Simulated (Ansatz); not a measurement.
Mulliken charges of `C=CC(N)=O` from PBE/def2-TZVPP in Ansatz (PBE0-D4/def2-TZVP geometry).

```json
{"atom": "C1", "x (Å)": "-0.550", "y (Å)": "-0.305", "z (Å)": "1.694", "charge (e)": "-0.170"}
{"atom": "C2", "x (Å)": "0.233", "y (Å)": "0.033", "z (Å)": "0.681", "charge (e)": "-0.134"}
{"atom": "C3", "x (Å)": "-0.264", "y (Å)": "-0.057", "z (Å)": "-0.720", "charge (e)": "0.223"}
{"atom": "N4", "x (Å)": "0.639", "y (Å)": "0.319", "z (Å)": "-1.662", "charge (e)": "-0.242"}
{"atom": "O5", "x (Å)": "-1.382", "y (Å)": "-0.434", "z (Å)": "-1.006", "charge (e)": "-0.307"}
{"atom": "H6", "x (Å)": "-0.212", "y (Å)": "-0.248", "z (Å)": "2.722", "charge (e)": "0.105"}
{"atom": "H7", "x (Å)": "-1.560", "y (Å)": "-0.649", "z (Å)": "1.497", "charge (e)": "0.108"}
{"atom": "H8", "x (Å)": "1.249", "y (Å)": "0.381", "z (Å)": "0.849", "charge (e)": "0.071"}
{"atom": "H9", "x (Å)": "0.368", "y (Å)": "0.281", "z (Å)": "-2.628", "charge (e)": "0.181"}
{"atom": "H10", "x (Å)": "1.562", "y (Å)": "0.629", "z (Å)": "-1.423", "charge (e)": "0.165"}
```

Q: By hand: the dipole of these point charges (1 e Å = 4.8032 D).

A: Σ q r = (0.495, 0.176, -0.031) e Å, of length 0.526 e Å = 2.53 D.

Q: How does the dipole of the full density compare? (An estimate is asked.)

A: Computed: (0.695, 0.242, 0.035) e Å, 3.54 D; the point charges give 0.71 times that, at 6° from its direction.

Point charges leave out the atoms' own dipoles, such as those of lone pairs, and Mulliken's split depends on the basis, so the two needn't agree.
